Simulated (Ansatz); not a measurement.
Born–Oppenheimer molecular dynamics of BClFH (4 atoms, charge 0, multiplicity 1). It starts from a relaxed structure.

Level of theory: UKS PBE0-D4/def2-SVP (Ansatz 0.2.0).

```json
{"ensemble": "NVT, Langevin thermostat", "time step": "0.5 fs", "steps asked": "150", "set temperature": "3000 K", "friction": "0.01 /fs", "masses": "H 2.014 u", "seed": "709424"}
```

Frames 5 fs apart, positions in Å, forces in eV/Å.

Velocities at 0.0 fs (Å/ps):

```
F 2.65 5.36 16.75
B 2.28 17.11 2.30
Cl -2.79 -6.83 -12.38
H 11.78 -22.07 47.47
```

```xyz
4
Properties=species:S:1:pos:R:3:forces:R:3 time_fs=0.0 energy_less_start_eV=0.000 T=2250
F 1.248 0.283 -0.465 0.00 0.00 0.00
B 0.103 -0.076 0.062 0.00 -0.02 0.02
Cl -1.371 0.571 -0.611 0.00 0.00 0.00
H 0.076 -0.838 0.993 0.00 0.02 -0.02
4
Properties=species:S:1:pos:R:3:forces:R:3 time_fs=5.0 energy_less_start_eV=0.355 T=1386
F 1.262 0.299 -0.400 1.21 0.66 -0.77
B 0.118 -0.024 0.064 -1.64 -2.31 2.57
Cl -1.391 0.539 -0.683 0.73 -0.18 0.34
H 0.134 -0.893 1.139 -0.30 1.84 -2.14
4
Properties=species:S:1:pos:R:3:forces:R:3 time_fs=10.0 energy_less_start_eV=0.196 T=1933
F 1.251 0.319 -0.368 2.11 0.90 -1.16
B 0.141 -0.026 0.114 -3.27 -0.05 -0.32
Cl -1.408 0.518 -0.748 1.58 -0.56 0.96
H 0.141 -0.716 1.072 -0.42 -0.30 0.52
4
Properties=species:S:1:pos:R:3:forces:R:3 time_fs=15.0 energy_less_start_eV=0.260 T=1614
F 1.259 0.370 -0.346 -0.61 -0.14 0.26
B 0.099 -0.028 0.142 -0.77 2.25 -3.69
Cl -1.417 0.484 -0.813 1.71 -0.62 1.21
H 0.057 -0.665 1.054 -0.33 -1.49 2.23
4
Properties=species:S:1:pos:R:3:forces:R:3 time_fs=20.0 energy_less_start_eV=0.382 T=1126
F 1.281 0.396 -0.322 -2.69 -0.50 0.74
B 0.018 0.032 0.106 1.62 -0.93 0.56
Cl -1.423 0.458 -0.867 1.16 -0.21 0.77
H -0.032 -0.752 1.206 -0.09 1.64 -2.07
4
Properties=species:S:1:pos:R:3:forces:R:3 time_fs=25.0 energy_less_start_eV=0.299 T=1214
F 1.264 0.412 -0.307 -2.95 -0.30 0.62
B -0.030 0.079 0.087 2.47 -1.16 0.37
Cl -1.429 0.439 -0.913 0.67 0.09 0.42
H -0.080 -0.697 1.131 -0.19 1.37 -1.41
4
Properties=species:S:1:pos:R:3:forces:R:3 time_fs=30.0 energy_less_start_eV=0.261 T=1201
F 1.211 0.414 -0.286 -0.59 0.59 -0.37
B -0.025 0.111 0.063 0.51 0.80 -2.79
Cl -1.444 0.417 -0.952 0.75 0.24 0.36
H -0.091 -0.557 0.938 -0.67 -1.63 2.80
4
Properties=species:S:1:pos:R:3:forces:R:3 time_fs=35.0 energy_less_start_eV=0.483 T=912
F 1.155 0.414 -0.274 6.04 2.27 -2.35
B 0.015 0.148 0.003 -6.62 -3.07 2.34
Cl -1.453 0.401 -1.000 0.99 0.27 0.28
H -0.111 -0.552 1.013 -0.40 0.53 -0.28
4
Properties=species:S:1:pos:R:3:forces:R:3 time_fs=40.0 energy_less_start_eV=0.211 T=1137
F 1.155 0.430 -0.279 1.98 0.96 -1.16
B -0.039 0.115 -0.015 -2.84 -1.90 2.44
Cl -1.465 0.399 -1.032 0.83 0.11 0.13
H -0.215 -0.513 1.099 0.03 0.83 -1.40
4
Properties=species:S:1:pos:R:3:forces:R:3 time_fs=45.0 energy_less_start_eV=0.456 T=1886
F 1.186 0.474 -0.275 -3.91 -1.36 0.31
B -0.171 0.038 -0.007 3.99 2.49 -1.56
Cl -1.476 0.410 -1.066 0.17 -0.07 -0.39
H -0.370 -0.356 1.038 -0.25 -1.05 1.64
4
Properties=species:S:1:pos:R:3:forces:R:3 time_fs=50.0 energy_less_start_eV=0.884 T=1020
F 1.190 0.506 -0.261 -4.63 -2.15 0.31
B -0.216 -0.008 -0.045 4.29 3.31 -0.07
Cl -1.484 0.411 -1.110 0.04 -0.23 -0.83
H -0.539 -0.232 1.064 0.29 -0.93 0.59
4
Properties=species:S:1:pos:R:3:forces:R:3 time_fs=55.0 energy_less_start_eV=0.785 T=1419
F 1.140 0.506 -0.249 -3.32 -1.72 -0.12
B -0.179 0.019 -0.099 1.41 2.23 3.24
Cl -1.489 0.405 -1.159 0.39 -0.25 -0.78
H -0.662 -0.216 1.155 1.52 -0.26 -2.34
```

Of the whole run (75 fs, mean temperature of the second half 1672 K): The mean temperature of the second half is 44 % below the set value. A run of 0.075 ps of so small a system gives no equilibrium averages. The orbitals stay closed-shell, which can raise the energy where a bond breaks towards radicals; this wasn't checked here.

The run took 4.5 min on 1 thread of Intel(R) Xeon(R) Platinum 8259CL CPU @ 2.50GHz (Skylake/Cascade Lake), on a shared host, peak memory 0.14 GiB.
